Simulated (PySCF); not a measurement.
**Ionisation energy of Mg by level of theory**

Mg [Ne] 3s2 (1S) → Mg⁺ [Ne] 3s1 (2S), as a difference of total energies. Calculation: PySCF 2.14, in ANO-RCC-VTZP (5s4p2d1f, 34 functions); the spin-free X2C one-electron Hamiltonian (Gaussian nucleus). Correlated levels: valence: [Ne] frozen; valence and next inner shell: 1s2 frozen. The calculations carry no spin-orbit coupling.

```
                                method  ionisation energy (eV)
                                   UHF                   6.621
                                   LDA                   7.731
                                   PBE                   7.630
                                r2SCAN                   7.396
                                  TPSS                   7.574
                                   M06                   7.579
                                PBEsol                   7.546
                         MP2 (valence)                   7.189
                     SCS-MP2 (valence)                   7.302
    MP2 (valence and next inner shell)                   7.281
SCS-MP2 (valence and next inner shell)                   7.372
```

Question: Estimate what PBE0 gives.

Answer: 7.561 eV, closest to TPSS among the rows shown.

Question: Estimate what LC-wPBE gives.

Answer: 7.488 eV, closest to PBEsol among the rows shown.

Errors of the correlated levels include the incompleteness of this basis and the frozen core.

MP2 underrates the near-degeneracy of ns² with np² in the lower species.

For comparison: 7.646 eV (measured; NIST Atomic Spectra Database, ionization energies).
